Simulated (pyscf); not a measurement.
F–SiH(F)–O–SiH₃ (SMILES F[SiH](F)O[SiH3]) + H• (SMILES [H]) -> F–SiH•–O–SiH₃ (SMILES F[SiH]O[SiH3]) + HF (SMILES F) (atom transfer; doublet surface; F–Si broken, F–H formed). Structures and frequencies: ωB97X-D3(BJ)/def2-SVP in PySCF. Energies in kcal/mol from the separated reactants.

```
level                      barrier  reaction energy
----------------------  ----------  ---------------
PBE/def2-TZVP           (withheld)            +21.9
r²SCAN/def2-TZVP        (withheld)       (withheld)
B3LYP-D3(BJ)/def2-TZVP        37.2            +23.3
M06-2X/def2-TZVP              45.0            +27.2
ωB97M-D3(BJ)/def2-TZVP        41.4            +27.3
HF/def2-TZVP                  64.3            +32.2
```

Problem. Complete the blanks.

Solution. 
- PBE/def2-TZVP, barrier: 32.0
- r²SCAN/def2-TZVP, barrier: 34.9
- r²SCAN/def2-TZVP, reaction energy: +24.9

The functionals in the table span 13.0 kcal/mol in this barrier, from PBE to M06-2X. At the saddle there is also a short H–Si contact that neither side keeps. This saddle turned up in a search for another step; its sides and bond changes are read from the two ends of the descent. The same reactants have a lower exit, to F–Si•(F)–O–SiH₃ + H₂ (barrier +8.3 kcal/mol at ωB97M-D3(BJ)/def2-TZVP, against +41.4 kcal/mol here). This is the saddle that the search found; another between the same sides may lie lower. The angle at the transferred F is 54°: a side-on saddle, likely not the lowest.
